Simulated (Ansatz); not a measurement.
**CH5OSi radical: a ladder of functionals and wavefunction methods**

How much do the methods differ for CH5OSi radical? The plan is to run it at one geometry with functionals of several rungs and with coupled cluster, and see how far each lands from CCSD(T) at the basis-set limit for the atomisation energy.

Program: Ansatz 0.2.0, Gaussian basis. Level of theory: functionals in def2-TZVPP, the program's frozen cores in correlated methods. These are calculated values, not measurements.

Plan: LDA (SPW92), PBE-D4, revPBE-D4, BLYP-D4, r2SCAN-D4, B97M-V, PBE0-D4, B3LYP-D4, r2SCANh-D4, r2SCAN0-D4, HSE06-D4, BHLYP-D4, CAM-B3LYP-D4, LC-ωPBE, ωB97X-V, ωB97M-V, B2PLYP, PBE-QIDH; CCSD(T)/def2-SVP; CCSD(T)/def2-TZVPP; MP2/def2-QZVPP; extrapolation to the limit; RPA on PBE.

### Step 1. The relaxed structure

An earlier PBE0-D4 in a triple-zeta def2 set relaxation fixed the geometry.

SMILES `[CH2][SiH2]O`, 8 atoms, charge 0, spin multiplicity 2.

Atoms are counted from 1 here; the program's logs count them from 0.

Bond lengths: C1–Si2 1.840 Å, C1–H4 1.086 Å, C1–H5 1.087 Å, Si2–O3 1.650 Å, Si2–H6 1.485 Å, Si2–H7 1.490 Å, O3–H8 0.958 Å. Angles: Si2–C1–H4 122.8°, Si2–C1–H5 122.5°, H4–C1–H5 114.6°, C1–Si2–O3 112.2°, C1–Si2–H6 111.4°, C1–Si2–H7 108.0°, O3–Si2–H6 104.2°, O3–Si2–H7 111.6°, H6–Si2–H7 109.4°, Si2–O3–H8 117.1°.

### Step 2. LDA

This LDA is Slater exchange with PW92 correlation.

Input file in.yaml:

```yaml
crystal:
  periodic: [false, false, false]
  atoms:
    - {symbol: C, position_ang: [-0.861528, 0.517820, -0.791352]}
    - {symbol: Si, position_ang: [0.653968, -0.005157, 0.111133]}
    - {symbol: O, position_ang: [0.302834, -0.724415, 1.554445]}
    - {symbol: H, position_ang: [-0.970839, 0.416758, -1.867023]}
    - {symbol: H, position_ang: [-1.703063, 0.991524, -0.293315]}
    - {symbol: H, position_ang: [1.495578, 1.161108, 0.480616]}
    - {symbol: H, position_ang: [1.431000, -0.912302, -0.779760]}
    - {symbol: H, position_ang: [-0.255850, -1.502336, 1.529357]}
basis:
  gaussian: {orbitals: def2-TZVPP}
magnetization: {spin_polarized: true, initial_magnetization: 1}
hamiltonian: {xc: lda}
output: {orbitals: {seedname: orbitals}}
```

After this run come: PBE-D4 (GGA); revPBE-D4 (GGA); BLYP-D4 (GGA); r2SCAN-D4 (meta-GGA); B97M-V (meta-GGA); PBE0-D4 (hybrid); B3LYP-D4 (hybrid); r2SCANh-D4 (hybrid); r2SCAN0-D4 (hybrid); HSE06-D4 (hybrid); BHLYP-D4 (hybrid); CAM-B3LYP-D4 (range-separated); LC-ωPBE-D4 (range-separated); ωB97X-V (range-separated); ωB97M-V (range-separated); B2PLYP (double hybrid); PBE-QIDH (double hybrid); CCSD(T) in def2-SVP; CCSD(T) in def2-TZVPP; MP2 in def2-QZVPP; RPA on PBE orbitals.

**Question.** What will the summary of the whole plan be? Wanted: atomisation energy, CCSD(T)/CBS; farthest beyond LDA; mean size of error, GGA; mean size of error, meta-GGA; mean size of error, hybrid; mean size of error, range-separated; mean size of error, double hybrid; gap, smallest and largest; T1 diagnostic.

**Answer**, as computed:

```
                               quantity                                                                            value
        atomisation energy, CCSD(T)/CBS                                                                    2767.3 kJ/mol
 functionals within 13.8 kJ/mol (0.5 %)  PBE-D4, r2SCAN-D4, B97M-V, B3LYP-D4, r2SCANh-D4, CAM-B3LYP-D4, ωB97X-V, ωB97M-V
                    farthest beyond LDA                                                          BHLYP-D4 (-66.6 kJ/mol)
                mean size of error, GGA                                                                      26.0 kJ/mol
           mean size of error, meta-GGA                                                                       4.5 kJ/mol
             mean size of error, hybrid                                                                      26.4 kJ/mol
    mean size of error, range-separated                                                                       8.4 kJ/mol
      mean size of error, double hybrid                                                                      34.7 kJ/mol
              gap, smallest and largest                                        1.45 eV (LDA (SPW92)), 10.05 eV (LC-ωPBE)
                          T1 diagnostic                                                                           0.0117
triples share of the correlation energy                                                                            3.2 %
```

The LDA atomisation energy is off by 331.5 kJ/mol (12 %): it overbinds. PBE-D4 misses by +6.7 kJ/mol. Double hybrids carry the basis error of their MP2 part in triple zeta, and no dispersion term here, so their miss is partly the set-up's. The rungs meta-GGA, range-separated miss on average by less than the doubt on the reference (13.8 kJ/mol), so they tie. The reference freezes the cores and leaves out relativity and excitations past (T), so misses under about 13.8 kJ/mol can't be ranked. Hartree-Fock recovers 75 % of the binding; the rest is correlation. CCSD(T) in def2-SVP is off by -195.6 kJ/mol, more than most functionals: a good method in a small basis is no reference. Orbital gaps span 1.4 to 10.1 eV; exact exchange widens them.
